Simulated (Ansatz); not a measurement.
A nudged elastic band was laid between two geometries of C$_{2}$H$_{7}$Al (10 atoms, charge 0, multiplicity 1).

Method: RKS PBE/6-31G* (Ansatz).

```json
{"movable images": "5", "climbing image": "yes", "spring": "5.0 eV/Å²", "optimiser": "quadratic models (default)", "start path": "through a guess of the saddle point", "force threshold": "0.05 eV/Å", "iteration limit": "60", "end points": "relaxed"}
```

Initial state:

```xyz
10
Properties=species:S:1:pos:R:3
Al 0.126 -0.089 0.457
H -0.223 -0.310 2.019
C 2.027 0.033 -0.064
H 2.572 -0.888 0.218
H 2.182 0.197 -1.143
H 2.531 0.857 0.477
C -1.374 0.037 -0.820
H -1.936 -0.917 -0.854
H -2.104 0.804 -0.499
H -1.065 0.275 -1.851
```

Final state:

```xyz
10
Properties=species:S:1:pos:R:3
Al -1.371 -1.131 0.786
H 1.739 0.233 1.429
C 2.157 0.228 0.410
H 2.324 -0.812 0.089
H 1.461 0.723 -0.284
H 3.117 0.767 0.410
C -1.628 -0.154 -0.954
H -2.542 -0.496 -1.480
H -1.737 0.940 -0.806
H -0.783 -0.299 -1.658
```

(1) Which bonds break or form, and what moves?

(2) Give the energies along the band, and the barrier.

(3) What is the geometry of the highest image?

## Answers

(1) Bonds broken: Al1–H2, Al1–C3. Bonds formed: H2–C3. C2H7Al becomes CH3Al + CH4.

(2) It converged. The highest image is number 2 of 0 to 6, 2.82 eV above the first end and 1.98 eV above the last; the last end lies 0.85 eV above the first. Neighbouring images differ by up to 2.8 eV, so the band resolves the path poorly. A vibrational analysis at the climbing image gives one clearly imaginary mode, 1121i cm⁻¹: a first-order saddle point. The orbitals stay closed-shell, which can raise the energy where a bond breaks towards radicals; this wasn't checked here.

```
image  path coordinate (Å)  energy (eV)  Al1–H2 (Å)  Al1–C3 (Å)  H2–C3 (Å)
    0                 0.00         0.00        1.62        1.97       3.09
    1                 1.94         0.01        1.61        1.98       3.11
    2                 3.88         2.82        1.60        2.29       1.77
    3                 5.09         0.88        2.51        3.25       1.11
    4                 6.29         0.85        3.20        3.86       1.10
    5                 7.49         0.85        3.24        3.92       1.10
    6                 8.69         0.85        3.46        3.80       1.10
```

(3) 
```xyz
10
Properties=species:S:1:pos:R:3
Al -0.389 0.458 0.904
H 1.022 0.421 1.659
C 1.683 -0.081 0.097
H 1.491 -1.049 -0.400
H 1.767 0.732 -0.649
H 2.627 -0.142 0.659
C -1.252 -0.003 -0.827
H -1.187 -1.097 -0.968
H -2.312 0.290 -0.870
H -0.711 0.472 -1.664
```

The run took 3.9 min on 1 thread of Intel(R) Xeon(R) Platinum 8259CL CPU @ 2.50GHz (Skylake/Cascade Lake), with other jobs on the host, peak memory 0.15 GiB.
